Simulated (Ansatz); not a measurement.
System: Sb₂O₃ (Pccn, No. 56). Method: rVV10 in Ansatz (plane waves, PAW).

Run with plane-wave cutoff 520 eV, 8×6×4 k mesh (along the axes of the cell as run), Fermi–Dirac smearing 0.01 eV, scalar-relativistic PAW data made under PBE.

Results at a series of volumes:

| V (Å³/atom) | E − E_lowest (meV/atom) | P (GPa) |
|---|---|---|
| 16.565 | 2.86 | 1.410 |
| 16.910 | 0.67 | 0.642 |
| 17.255 | 0.00 | -0.002 |
| 17.601 | 0.61 | -0.542 |
| 17.946 | 2.27 | -0.990 |

Estimate the bulk modulus from the pressures at 16.910 and 17.601 Å³/atom, and compare it with a fit to all energies.

B = −V dP/dV. Between V = 16.910 and 17.601 Å³/atom, dP/dV = (-0.542 − (0.642))/(17.601 − 16.910) = -1.71 GPa per Å³/atom; at the midpoint 17.255 Å³/atom this gives B ≈ 29.6 GPa. The third-order Birch–Murnaghan fit gives V0 = 17.254 Å³/atom, B0 = 29.5 GPa, B′ = 7.9, which lies within 1 % of that estimate.

Shape and atoms are relaxed at each volume.

Note: the relaxation could not lower the start's symmetry, so the cell can be a saddle point above a distorted one; the bulk modulus comes from volumes at which shape and atoms were relaxed.

Spin–orbit coupling is not included.

It cost very roughly 2.3 core-hours of CPU time.

Ansatz is a program for electronic structure.
